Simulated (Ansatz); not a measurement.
Compare A (`Cc1ccccn1`) with its isomer B (`N#CC1=CCCC1`).

Gas-phase electronic energies from Ansatz, PBE0-D4/def2-TZVP geometries. CCSD(T)/CBS adds triple-zeta CCSD(T) − MP2 to the extrapolated MP2 energy (def2 sets, frozen cores). Functionals use def2-TZVPP.

Question: Which is lower in electronic energy at CCSD(T)/CBS, and by how much? (An estimate is asked.)

Answer: Ansatz gave: A, by 62.4 kJ/mol.

Question: Give E(B) − E(A) in kJ/mol with BLYP-D4, CCSD(T)/def2-TZVPP, LDA (SPW92), CCSD(T)/def2-SVP, PBE-D4, MP2/def2-TZVPP, HF/def2-TZVPP. (Best estimate.)

Answer: The calculation gave: BLYP-D4 84.9, CCSD(T)/def2-TZVPP 55.1, LDA (SPW92) 104.6, CCSD(T)/def2-SVP 52.4, PBE-D4 85.0, MP2/def2-TZVPP 65.4, HF/def2-TZVPP 58.0. None reverses the order clearly.

Question: Does the order hold for the free energy at 298.15 K (harmonic terms from PBE0-D4)? (Best estimate.)

Answer: Ansatz gave: Yes: G(B) − G(A) = +61.4 kJ/mol.

Largest T1 diagnostic: 0.012.

The D4 term adds +4.3 kJ/mol with B3LYP and +2.1 kJ/mol with PBE0; it sums over pairs of atoms, weighted by their polarisabilities, and B3LYP, whose exchange is more repulsive, gets the larger term. At CCSD(T), def2-SVP lies −10.0 kJ/mol from the extrapolated value and def2-TZVPP −7.3 kJ/mol.

B3LYP here is the variant with VWN-RPA as its local correlation; programs differ in this.
